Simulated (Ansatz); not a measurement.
# Pr (Pr, dhcp): the cost of one run

Program: Ansatz 0.2.0. Level of theory: DFT, LDA (PW92), plane waves (420 eV) with PAW, scalar-relativistic. These are calculated values, not measurements.

## Step 1: The structure to begin with

It takes space group P6_3/mmc (No. 194, hexagonal). Conventional cell: a = 3.037 Å, b = 3.037 Å, c = 10.729 Å, α = 90.00°, β = 90.00°, γ = 120.00°. Around Pr (site symmetry -3m) lie 12 Pr at 3.04 to 3.20 Å. Around Pr (site symmetry -6m2) lie 12 Pr at 3.04 to 3.20 Å.

As a file:

```cif
data_structure
_symmetry_space_group_name_H-M 'P 1'
_symmetry_Int_Tables_number 1
_cell_length_a 3.0366
_cell_length_b 3.0366
_cell_length_c 10.7289
_cell_angle_alpha 90.000
_cell_angle_beta 90.000
_cell_angle_gamma 120.000
_cell_volume 85.68
loop_
_atom_site_label
_atom_site_type_symbol
_atom_site_fract_x
_atom_site_fract_y
_atom_site_fract_z
_atom_site_occupancy
Pr1 Pr 0.00000 0.00000 0.00000 1
Pr2 Pr 0.00000 0.00000 0.50000 1
Pr3 Pr 0.33333 0.66667 0.75000 1
Pr4 Pr 0.66667 0.33333 0.25000 1
```

## Step 2: Volume x 1.0

input.yaml reads:

```yaml
crystal:
  lattice:
    - [3.0365893171, 0.0, 0.0]
    - [-1.5182946586, 2.6297634895, 0.0]
    - [0.0, 0.0, 10.7288621834]
  atoms:
    - { symbol: Pr, position: [0.0, 0.0, 1.0], spin: 1.723 }
    - { symbol: Pr, position: [0.0, 0.0, 0.5], spin: 1.723 }
    - { symbol: Pr, position: [0.3333333333, 0.6666666667, 0.75], spin: -1.642 }
    - { symbol: Pr, position: [0.6666666667, 0.3333333333, 0.25], spin: -1.642 }
hamiltonian:
  xc: lda
  pseudopotentials:
    kind: paw
    azcp:
      Pr: "pseudopotentials/Pr.paw.azcp"
basis:
  ecutwfc: 420
  fft_grid_basis: typed
kpoints:
  mp_grid: { grid: [16, 16, 4], shift: [0, 0, 0] }
magnetization:
  spin_polarized: true
scf:
  occupations: { method: fermi_dirac, width: 0.05 }
output:
  stress: true
```

What time and memory should one allow on 4 threads of an x86-64 CPU, shared host?

About 43 s, with a peak of 1 GiB.
